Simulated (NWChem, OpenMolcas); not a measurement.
# From NWChem to OpenMolcas

NWChem 7.3.0 runs this on triplet AlCl:

alcl.xyz:
```
2
aluminium monochloride
Al     0.000000     0.000000     0.000000
Cl     0.000000     0.000000     2.130113
```

alcl.nw:
```
start alcl
title "aluminium monochloride"
memory 2200 mb
geometry noautosym nocenter noautoz
  load format xyz alcl.xyz
end
basis "ao basis" spherical bse
  * library aug-cc-pVTZ
end
scf
  triplet
  uhf
  thresh 1e-08
  maxiter 80
end
task scf energy
```

```bash
$ nwchem alcl.nw > alcl.out
```

The bond length is the one measured for the parent species.

It gives a total energy of -701.433896 Eh.

Problem. How is this level of theory, on these atoms, set up in OpenMolcas 26.06 as an input file of the program's own?

Solution. For example:

run.inp:
```
* AlCl Hartree-Fock

&GATEWAY
 BasLib=$CurrDir
 Coord
 2
 angstrom
 Al       0.000000       0.000000       0.000000
 Cl       0.000000       0.000000       2.130113
 Basis=aug-cc-pVTZ
 Group=NoSym

&SEWARD

&SCF
 UHF
 Spin=3
 Thresholds=1e-10 1e-07 1e-07 1e-05
 PrOrbitals=1 2
```

```bash
$ export MOLCAS_MEM=1860
$ pymolcas run.inp > run.log
```

(Basis files named in the input come from the Basis Set Exchange and aren't shown.)

Its energy is -701.433896 Eh, 0.000 mEh from the first.
